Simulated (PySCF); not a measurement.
# How the functional moves excitation energies

NH3O.
SMILES: `[NH3+][O-]`

Linear-response calculations in the def2-SVPD basis (PySCF; singlets by full response, triplets Tamm–Dancoff, core orbitals frozen in the response; HF means time-dependent Hartree–Fock). 'Strongest' is the level of largest summed f among the singlets computed (10 roots, of which the last may lack a degenerate partner); it can jump between rows when another state enters that window. S1 is the lowest singlet of each run and needn't be the same state throughout; f(S1) is that of one state. Isolated species at its PBE0-D3(BJ)/def2-SVP geometry, gas phase.

```
functional                               kind  S1 (eV)  f(S1)  strongest (eV)  T1 (eV)  HOMO (eV)  gap (eV)  ionisation energy, ΔSCF (eV)
       LDA                                LDA     3.91  0.010            5.98     3.77      -4.97      3.88                   not settled
       PBE                                GGA     3.85  0.010            5.92     3.64      -4.86      3.80                          9.41
     B3LYP  global hybrid, 20% exact exchange     4.46  0.010            6.47     4.27      -6.20      5.56                          9.37
      PBE0  global hybrid, 25% exact exchange     4.78  0.010            6.74     4.54      -6.41      6.18                          9.21
 BHandHLYP  global hybrid, 50% exact exchange     5.50  0.010            7.42     5.26      -7.99      8.30                          8.96
 CAM-B3LYP             range-separated hybrid     4.95  0.008            6.82     4.75      -7.89      8.35                          9.32
   LC-wPBE             range-separated hybrid     5.61  0.007            7.27     5.38      -9.17     10.92                          9.29
        HF                       Hartree–Fock     7.16  0.013            8.95     6.71     -10.60     12.77                   not settled
```

What does wB97X-D (range-separated hybrid) give?

S1 (eV) 5.25, f(S1) 0.009, strongest (eV) 7.06, T1 (eV) 5.13, HOMO (eV) -8.34, gap (eV) 9.93, ionisation energy, ΔSCF (eV) 9.27. S1 runs from 3.85 eV (PBE) to 7.16 eV (HF), a spread of 3.31 eV, while the orbital gap spreads over 9.0 eV. Along PBE (0%), B3LYP (20%), PBE0 (25%), BHandHLYP (50%), HF (100%) S1 rises with the share of exact exchange. −ε(HOMO) comes closest to its own ΔSCF ionisation energy with LC-wPBE (-0.12 eV) and misses most with PBE (-4.55 eV). 'Not settled' means that the ion's SCF failed to converge or may have ended in another state than the lowest.
